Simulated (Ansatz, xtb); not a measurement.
## Two isomers of C5H8

We compare a, `C1=CCCC1`, a singlet, with b, `C=CC(=C)C`, a singlet. Both are isolated molecules in the gas phase, relaxed with B3LYP-D3(BJ)/def2-SVP; the shapes shown needn't be the lowest conformers.

a (Å):

```csv
atom,x (Å),y (Å),z (Å)
C,-0.2704,-0.7716,-1.3694
C,-1.2119,0.1163,-1.0277
C,-0.8573,0.8506,0.2449
C,0.3074,0.0074,0.8199
C,0.8755,-0.7839,-0.3840
H,-0.2882,-1.3886,-2.2716
H,-2.1119,0.3314,-1.6096
H,-1.7045,0.9392,0.9457
H,-0.5416,1.8863,0.0133
H,-0.0941,-0.7031,1.5602
H,1.0673,0.6156,1.3329
H,1.7623,-0.2868,-0.8228
H,1.2008,-1.8013,-0.1088
```

b (Å):

```xyz
13

C    -1.2401   -0.8636   -1.6767
C    -1.2461   -0.0998   -0.5730
C    -0.0804    0.2206    0.2614
C    -0.2303    1.0041    1.3467
C     1.2605   -0.3445   -0.1294
H    -0.3279   -1.3284   -2.0594
H    -2.1585   -1.0502   -2.2386
H    -2.1944    0.3381   -0.2406
H     0.6159    1.2619    1.9889
H    -1.2079    1.4097    1.6221
H     2.0463   -0.0323    0.5724
H     1.5499   -0.0136   -1.1409
H     1.2347   -1.4468   -0.1505
```

Question: Estimate E(b) − E(a) at the level CCSD(T)/def2-SVP + ΔMP2/def2-TZVPP.

Answer: Calculated at CCSD(T)/def2-SVP + ΔMP2/def2-TZVPP: E(b) − E(a) = +11.1 kcal/mol, so structure a lies lower.

Level by level:

```
                             level               geometry  E(b) − E(a) (kcal/mol)  departure from the last row (kcal/mol)  job, with rough time for the two
                          GFN2-xTB               GFN2-xTB                     +24.0                                   +12.9             optimisation, 0.089 s
                         HF/STO-3G               GFN2-xTB                     +44.0                                   +32.9              single point, 0.26 s
                r2SCAN-D4/def2-SVP               GFN2-xTB                     +13.1                                    +2.0               single point, 1.8 s
             B3LYP-D3(BJ)/def2-SVP  B3LYP-D3(BJ)/def2-SVP                     +10.5                                    −0.5                optimisation, 20 s
                       HF/def2-SVP  B3LYP-D3(BJ)/def2-SVP                     +11.2                                    +0.2           part of the CCSD(T) run
                      MP2/def2-SVP  B3LYP-D3(BJ)/def2-SVP                     +14.8                                    +3.7           part of the CCSD(T) run
                  CCSD(T)/def2-SVP  B3LYP-D3(BJ)/def2-SVP                     +12.4                                    +1.4                      single point
CCSD(T)/def2-SVP + ΔMP2/def2-TZVPP  B3LYP-D3(BJ)/def2-SVP                     +11.1                                                        single point, 25 s
```

As drawn, b has 1 C=C in place of 2 C–C. Structure a has a 5-membered ring, b no ring.

The levels shown agree on the order. The largest departure from CCSD(T)/def2-SVP + ΔMP2/def2-TZVPP is that of HF/STO-3G, 32.9 kcal/mol. The last row adds to CCSD(T) the change of the MP2 difference between the two basis sets, here −1.4 kcal/mol.

With harmonic frequencies from B3LYP-D3(BJ)/def2-SVP (ideal gas, rigid rotor, one conformer each, 298.15 K, 1 atm): the zero-point term adds −1.9 kcal/mol; ΔH is +9.9 and ΔG +8.4 kcal/mol.

The correlated steps freeze 5 core orbitals. Programs: Ansatz 0.2.0, xtb 6.7.1; the last row on 2 threads of Intel(R) Xeon(R) 6975P-C (Granite Rapids) on a shared host.
